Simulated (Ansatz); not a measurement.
Born–Oppenheimer molecular dynamics of CH4Cl (6 atoms, charge 0, multiplicity 2). It starts from a rough guess of a transition structure, not a stationary point.

Method: UKS r2SCAN-D4/6-31G* in Ansatz 0.2.0.

| Item | Value |
| --- | --- |
| ensemble | NVE (velocity Verlet) |
| time step | 0.5 fs |
| steps asked | 150 |
| starting velocities drawn for | 100 K |
| seed | 212851 |

First frame:

```xyz
6
Properties=species:S:1:pos:R:3
H -0.226 -0.660 -0.316
C 0.185 0.529 0.267
Cl -0.750 -2.144 -1.088
H 0.357 1.188 -0.567
H -0.644 0.817 0.891
H 1.077 0.270 0.813
```

(1) How far do the bonds stretch over the last three quarters of this one trajectory? (Pairs bonded in most of those frames.)

## Answers

(1) 
```csv
bond,mean (Å),spread (Å),shortest,longest
H1–C2,1.235,0.122,1.01,1.42
C2–H4,1.092,0.013,1.07,1.12
C2–H5,1.093,0.021,1.06,1.12
C2–H6,1.092,0.016,1.07,1.12
```

Mean temperature of the second half: 358 K. The conserved energy stayed within 0.71 meV per atom of its start (net change 0.0067 meV per atom), so the integration is sound. The system heated up, since it started high on the potential surface and ran downhill. A run of 0.075 ps of so small a system gives no equilibrium averages.

Run time: 11 min on 1 CPU thread of a shared host.
